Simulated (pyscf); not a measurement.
Optimised with ωB97X-D3(BJ)/def2-SVP in PySCF.

For HCl (SMILES Cl) + HO–Ge•(Cl)–Cl (SMILES [OH][Ge]([Cl])[Cl]) → Cl–Ge•(Cl)–Cl (SMILES [Cl][Ge]([Cl])[Cl]) + H₂O (SMILES O), a four-centre exchange (doublet surface; Cl–H, Ge–O broken, Cl–Ge, H–O formed), PBE/def2-TZVP gives ΔE‡ = -1.8 kcal/mol and ΔE = -8.6 kcal/mol (zero: the separated reactants). In which direction and how far do PBE0-D3(BJ)/def2-TZVP, M06-2X/def2-TZVP, ωB97M-D3(BJ)/def2-TZVP move these?

PBE0-D3(BJ): ΔE‡ = 0.1 kcal/mol, ΔE = -9.6 kcal/mol; M06-2X: ΔE‡ = 2.6 kcal/mol, ΔE = -7.9 kcal/mol; ωB97M-D3(BJ): ΔE‡ = 3.7 kcal/mol, ΔE = -8.2 kcal/mol. PBE's barrier lies under all of them, by 1.9 to 5.5 kcal/mol. Its reaction energy lies among theirs. On the reactant side the descent ends in a complex, 4.7 kcal/mol under the separated species and 7.6 kcal/mol under the saddle at ωB97X-D3(BJ)/def2-TZVP. On the product side the descent ends in an adduct with a Ge–O contact, 1.7 kcal/mol under the separated species and 14.7 kcal/mol under the saddle at ωB97X-D3(BJ)/def2-TZVP. At PBE the saddle lies under the separated reactants, which points to a path from their complex (located at ωB97X-D3(BJ) alone). What is counted as broken (Ge–O) persists as a longer contact in the product adduct; parting that adduct is a step of its own. One saddle was located; it need not be the lowest between these sides. Elements up to Kr have no core potential and no relativistic terms here.
